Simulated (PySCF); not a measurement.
Simulated O 1s region for `O=[P@H]([O-])O`, binding energy against the vacuum level.

Every computed line was given a Gaussian of 0.6 eV full width at half maximum and an area set by the number of equivalent atoms; the highest printed point is 100. Computed, not measured: PySCF 2.14.0, delta-SCF UKS SCAN, pcX-2 on the ionised atom, pcseg-1 elsewhere, spin-free X2C.

binding energy (eV), intensity and a bar:
```
    530.0          0 
    530.1          1 
    530.2          3 #
    530.3          7 ##
    530.4         17 #####
    530.5         33 ##########
    530.6         55 ################
    530.7         78 #######################
    530.8         95 #############################
    530.9        100 ##############################
    531.0         90 ###########################
    531.1         69 #####################
    531.2         46 ##############
    531.3         26 ########
    531.4         13 ####
    531.5          5 ##
    531.6          2 #
    531.7          1 
    531.8          0 
    531.9          0 
    532.0          0 
    532.1          0 
    532.2          0 
    532.3          0 
    532.4          0 
    532.5          0 
    532.6          0 
    532.7          0 
    532.8          1 
    532.9          2 #
    533.0          4 #
    533.1         10 ###
    533.2         18 #####
    533.3         29 #########
    533.4         41 ############
    533.5         49 ###############
    533.6         50 ###############
    533.7         44 #############
    533.8         33 ##########
    533.9         21 ######
    534.0         12 ###
    534.1          6 ##
    534.2          2 #
    534.3          1 
    534.4          0
```

How many maxima does the curve show, and how many computed lines lie under it?

The curve has 2 maxima (at 530.9 and 533.6 eV). Under it lie 2 lines from 2 inequivalent oxygen sites.

Decompose the envelope and assign each component. Numbering: `[O:1]=[P@H:2]([O-:3])[OH:4]`.

```tsv
position (eV)	relative area	line	atoms	environment
530.88	2	O 1s	O1/O3	oxygen bonded to P
533.56	1	O 1s	O4	hydroxyl oxygen
```

What are the centre and the root-mean-square width of the whole band?

The area-weighted mean of the lines is 531.78 eV. Their own spread about it is 1.27 eV (rms) and each Gaussian has σ = 0.6/2.355 = 0.25 eV; the variances add, which gives 1.29 eV.

Lowest listed O 1s: O1/O3, bonded to P. Highest, 2.68 eV above it: O4, bonded to H and P. Summing the Pauling electronegativity differences to the bonded atoms, each weighted by its formal bond order, gives -1.88 for the lowest site and -2.49 for the highest; the largest sum, -1.88, belongs to O1/O3, 2.68 eV below the top. The smallest sum, -2.49, belongs to O4, 2.68 eV above the lowest.

No satellites, vibrations or lifetime broadening are included. One atom of each set of topologically equivalent atoms was ionised and stands for the set; in this conformer not all members are related by symmetry, and their own values weren't computed. The species carries charge -1, so core ionisation leaves a neutral species. The basis sets have no added diffuse functions. One conformer (not necessarily the lowest) at the PBE0-D3(BJ)/def2-SVP geometry, without solvent, vibrations or thermal averaging.

Shape of the structure used: `[O:1]=[P@H:2]([O-:3])[OH:4]`: H–O4–P2–O1 136°.
